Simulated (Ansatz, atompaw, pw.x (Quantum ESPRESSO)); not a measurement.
## silicon (Si): one change to the PAW (atompaw) potential, in the atom and in the diamond crystal

silicon, PAW, made with atompaw 4.2.0.5 (PBE, scalar-relativistic). Core [Ne], reference 3s2 3p2. Waves: 3s (bound): rc 2.80 bohr; 3s channel at -0.15 Ry: rc 2.80 bohr; 3p (bound): rc 2.80 bohr; 3p channel at 0.9 Ry: rc 2.70 bohr; 3d channel at 0.45 Ry: rc 2.80 bohr; 3d channel at 1.8 Ry: rc 2.80 bohr. Local part: troulliermartins scheme with l = 3 at 0 Ry, radius 2.20 bohr. Core correction: smooth core density matched at 2.15 bohr. Augmentation charge: sinc compensation charge, radius 2.65 bohr; PAW radius 2.80 bohr; waves and projectors: custom polynom vanderbiltortho.

Change: core correction smooth core density matched at 1.38 bohr.

Cutoffs, loose and tight: the cutoffs (Ry, on a coarse ladder) from which the occupation-weighted sum of valence levels, in a spherical-Bessel basis at the reference potential, stays within 10 and 1 mRy of its value at 400 Ry. They see the waves, projectors and local potential, not the compensation charge or the core.

Crystal test: diamond Si in pw.x 7.5, no spin, 8³ k-points, Fermi–Dirac smearing 0.01 Ry, cutoffs set for each file from its atomic test. The reference is all-electron LAPW (Ansatz 0.2.0) with the same functional, mesh and smearing; V0 and B0 come from Birch–Murnaghan fits to the pressures at five volumes. Errors are pseudo minus all-electron; Δ is the rms difference of the E(V) curves that follow from these fits, minima aligned, over ±6 % about the mean V0. Mesh and smearing are coarse, so the numbers serve the comparison and aren't converged zero-temperature values; the lattice is a test structure that the element need not adopt.

All-electron: a0 = 5.469 Å (V0 = 20.45 Å³/atom), B0 = 88.5 GPa.

Q: Does the change bring the crystal closer to the all-electron result?

A: The mean pressure error goes from -0.07 to -0.11 GPa, so the change moves the solid further from the all-electron pressures.

| quantity | base | changed |
| --- | --- | --- |
| outcome (atom) | generated | generated |
| cutoff, loose (atom) | 6 Ry | 6 Ry |
| cutoff, tight (atom) | 8 Ry | 8 Ry |
| bound ghosts (atom) | none | none |
| cutoffs in pw.x (Ry) | 40/400 | 40/400 |
| a0 (Å) | 5.468 | 5.467 |
| a0 error (%) | -0.03 | -0.04 |
| B0 error (%) | -0.3 | -0.0 |
| Δ (meV/atom) | 0.3 | 0.5 |
| mean pressure error (GPa) | -0.07 | -0.11 |

Base: The largest radius (2.80 bohr) exceeds half the bond length (2.24 bohr), so the spheres overlap, which is one possible source of error among others. Changed file: The largest radius (2.80 bohr) exceeds half the bond length (2.24 bohr), so the spheres overlap, which is one possible source of error among others. The atomic cutoffs weigh occupied waves only.
